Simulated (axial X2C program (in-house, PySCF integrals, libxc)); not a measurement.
# Correcting the dissociation energy of MgO⁺ for spin–orbit coupling

A spin-free PBE0 curve (one-electron X2C) was computed with an in-house relativistic program for diatomic molecules, basis Mg dyall-cv3z [9s8p6d3f], O dyall-av3z [7s6p3d2f] (cores contracted in-house), for the state M_S = 1/2, Λ = 1 (beyond evenly filled blocks: π+α, π+β, π-α). It gives D0 = 2.008 eV to Mg+ + O, which in a spin-free picture are the weighted means of the ground terms.

Measured levels of the ground terms (NIST Handbook of Basic Atomic Spectroscopic Data), in cm⁻¹: Mg+ 2S: J = 1/2 at 0; O 3P: J = 2 at 0, J = 1 at 158.3, J = 0 at 227.

The two components of the molecular doublet are 133 cm⁻¹ apart in the PBE0 2c search (Ω = 3/2 lower), so the lower one lies 66 cm⁻¹ under their mean.

Problem. How far does each ground level lie under the (2J+1)-weighted mean of its term?

Solution. Mg+: a single level, 0; O: (5 × 0 + 3 × 158.3 + 1 × 227)/9 = 78 cm⁻¹.

Problem. Correct D0.

Solution. D0 = 2.008 + (66 − 78)/8065.5 = 2.007 eV at PBE0 with these spin–orbit terms.

Second-order spin–orbit effects in the molecule, which grow quickly with Z, are left out. Occupations by symmetry block were frozen at the best pattern of an incomplete PBE0 search. Dissociation energies refer to the lowest single-determinant-based atoms at the same level and basis. Without a current term, density functionals place determinants with orbital angular momentum somewhat too high.
